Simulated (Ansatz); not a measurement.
What does this script print? It uses Ansatz 0.2.0, Python API.

`disp_fh4psi.py`:
```python
import ansatz as az
from ase import Atoms


def main() -> None:
    atoms = Atoms(["F", "Si", "P", "H", "H", "H", "H"], positions=[
        (-2.0339, -0.0289, 0.2642),
        (-0.6698, -0.2229, -0.4582),
        (0.8804, -0.2486, 1.0792),
        (-0.6013, -1.5008, -1.1908),
        (-0.3873, 0.891, -1.4099),
        (0.8313, 1.1322, 1.4435),
        (2.0419, -0.09, 0.2264),
    ])
    fh4psi = az.Crystal.molecule_from_ase(atoms)

    model = fh4psi.calculation().basis(gaussian="def2-SVP")
    for name in ["pbe", "pbe0"]:
        for correction in ("d3bj", "d4"):
            rep = model.functional(name, dispersion=correction).run(threads=1).report
            print(f"{name:8s} {correction:5s} total {rep['free_energy_ev']:.5f} eV, of which dispersion {1000 * rep['dispersion']['energy']['ev']:.2f} meV")


if __name__ == "__main__":
    main()
```

`python disp_fh4psi.py` gives:
```text
pbe      d3bj  total -19930.79563 eV, of which dispersion -134.89 meV
pbe      d4    total -19930.79073 eV, of which dispersion -129.99 meV
pbe0     d3bj  total -19932.57579 eV, of which dispersion -119.59 meV
pbe0     d4    total -19932.56502 eV, of which dispersion -108.81 meV
```

Notes:
- Total energies depend on the basis set; only differences at equal settings carry meaning.
- The geometry is a force-field or estimated start, not a minimum of this method, and the basis set is short of its limit. D4 holds the three-body term, and d3bj doesn't.
- Timing: 6.1 s on 1 thread of Arm Neoverse V1, on a shared host, peak memory 0.19 GiB.
